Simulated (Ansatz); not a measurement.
A run of Ansatz (development build ahead of 0.2.0) on triplet CO at this shape:

```yaml
atoms:
  - { symbol: C, position_ang: [0.0000, 0.0000, 0.0000] }
  - { symbol: O, position_ang: [0.0000, 0.0000, 1.2100] }
```

Its results:

```json
{
 "Converged": "yes",
 "Total energy": "-113.01497 hartree",
 "Spin squared of the determinant": "2.000",
 "Stability test": "minimum among restricted orbitals"
}
```

Problem. Which input gives this output? Name the method, the orbitals and the basis set, and write the input.

Solution. PBE0 (restricted open-shell) in pcseg-2.

```yaml
crystal:
  periodic: [false, false, false]
  atoms:
    - { symbol: C, position_ang: [0.0, 0.0, 0.0] }
    - { symbol: O, position_ang: [0.0, 0.0, 1.21] }
basis:
  gaussian: { orbitals: pcseg-2 }
magnetization:
  initial_magnetization: 2
hamiltonian:
  xc: pbe0
```

Caution: another spin multiplicity may lie lower.
